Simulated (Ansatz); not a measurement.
# H5OSSi: the cost of one run

Method: RKS revPBE-D4/def2-SVP, in Ansatz 0.2.0.

1 further run of the same task is left out (it didn't finish).

### Step 1. The starting structure

Bond lengths: Si1–O2 1.755 Å, O2–S3 1.555 Å, Si1–H4 1.457 Å, Si1–H5 1.457 Å, Si1–H6 1.452 Å, S3–H7 1.383 Å, S3–H8 1.382 Å. Angles: Si1–O2–S3 139.7°, O2–Si1–H4 103.7°, O2–Si1–H5 103.5°, O2–Si1–H6 93.2°, H4–Si1–H5 114.2°, H4–Si1–H6 118.5°, H5–Si1–H6 118.4°, O2–S3–H7 99.0°, O2–S3–H8 98.7°, H7–S3–H8 90.6°.

Coordinates:

```xyz
8

Si   -0.7999    1.0531   -0.5650
O     0.1367   -0.1002    0.3689
S     0.8987   -1.4422    0.1752
H    -1.9055    0.2591   -1.0845
H     0.1378    1.5082   -1.5834
H    -1.0422    1.9095    0.5820
H     2.0935   -1.1010    0.7823
H     0.4809   -2.0864    1.3244
```

### Step 2. Relaxing end A

The input, input.yaml:

```yaml
crystal:
  periodic: [false, false, false]
  atoms:
    - { symbol: Si, position_ang: [-0.7999, 1.05305, -0.56496] }
    - { symbol: O, position_ang: [0.13669, -0.10017, 0.36889] }
    - { symbol: S, position_ang: [0.8987, -1.44219, 0.17518] }
    - { symbol: H, position_ang: [-1.90549, 0.25912, -1.08446] }
    - { symbol: H, position_ang: [0.13781, 1.50816, -1.58338] }
    - { symbol: H, position_ang: [-1.04222, 1.90948, 0.58199] }
    - { symbol: H, position_ang: [2.09346, -1.10102, 0.78235] }
    - { symbol: H, position_ang: [0.48095, -2.08643, 1.3244] }
total_charge: 1
basis:
  gaussian: { orbitals: def2-SVP }
hamiltonian:
  xc: revpbe
  dispersion: d4
relax:
  f_tol: 0.015
  max_steps: 40
```

Run with:

```bash
> ansatz run input.yaml --threads 1 --pin off --max-ram 2048MiB --backend cpu --events-out ev --progress --plain --runs-dir out
```

Q: Estimate wall time and peak memory on 1 thread of Intel Xeon 6975P-C (Granite Rapids), shared host.

About 7.3 s, with a peak of 0.15 GiB.
